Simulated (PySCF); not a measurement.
**Frontier orbitals and the lowest excitations**

Compound: BH2(vinyl), C2H5B.
Z-matrix (Å and degrees, PBE0-D3(BJ)/def2-SVP geometry), rows numbered from 1:
```
B 
H   1  1.2098
H   1  1.2115  2  119.18
C   1  1.5416  2  121.83  3  -179.98
C   4  1.3468  1  120.78  2   179.75
H   4  1.0972  1  121.46  2    -0.20
H   5  1.0960  4  120.71  1     0.07
H   5  1.0966  4  122.97  1  -179.93
```

Method used: TDDFT CAM-B3LYP/def2-SVPD, vertical, gas phase, core orbitals frozen in the response in PySCF.

Frontier orbitals with the atoms that hold most of them (Löwdin shares over 4%, at most four atoms; ? is withheld):

| orbital | ε (eV) | atoms |
| --- | --- | --- |
| LUMO+2 | 2.03 | C5 29%, B1 23%, H8 21%, H7 7% |
| LUMO+1 | 1.40 | B1 56%, C5 16%, H7 6%, H8 5% |
| LUMO | -0.98 | B1 37%, C5 26%, C4 19%, H2 6% |
| HOMO | -9.80 | ? |
| HOMO-1 | -10.64 | ? |
| HOMO-2 | -10.80 | B1 30%, C4 24%, C5 15%, H2 14% |
| HOMO-3 | -12.82 | C5 28%, C4 22%, B1 14%, H7 14% |

Question: Give the leading atoms of the HOMO.

Answer: C4 (bonded to B, C and H) 41%; C5 (bonded to C and 2 H) 37%; B1 (bonded to C and 2 H) 10%. By element: carbon 78%, boron 10%.

Question: Give the leading atoms of the HOMO-1.

Answer: B1 (bonded to C and 2 H) 39%; H3 (bonded to B) 24%; C4 (bonded to B, C and H) 14%; H2 (bonded to B) 14%. By element: boron 39%, hydrogen 38% or more, carbon 14% or more.

Question: The HOMO–LUMO gap is 8.81 eV. Where does the response calculation put the lowest singlet, and from which orbitals?

Answer: S1 is at 5.40 eV (f = 0.0001), 3.41 eV below the gap, made of HOMO-1→LUMO (95%). Its leading pair isn't HOMO and LUMO; the energies of that pair differ by 9.65 eV. 

Question: Give energy, strength and leading configuration of S1, S2, S3 and S5, and follow the Löwdin shares of the leading atoms from the occupied to the empty orbital.

Answer: 
- S1 (5.40 eV, f 0.0001), HOMO-1→LUMO (95%): B1 39% → 37%, H3 24% → at most 7%, C5 at most 10% → 26%
- S2 (5.49 eV, f 0.0022), HOMO-2→LUMO (95%): B1 30% → 37%, C4 24% → 19%, C5 15% → 26%
- S3 (6.01 eV, f 0.304), HOMO→LUMO (97%): C4 41% → 19%, C5 37% → 26%, B1 10% → 37%
- S5 (8.16 eV, f 0.078), HOMO→LUMO+1 (76%): C4 41% → at most 6%, C5 37% → 16%, B1 10% → 56%

One conformer stands for the species.
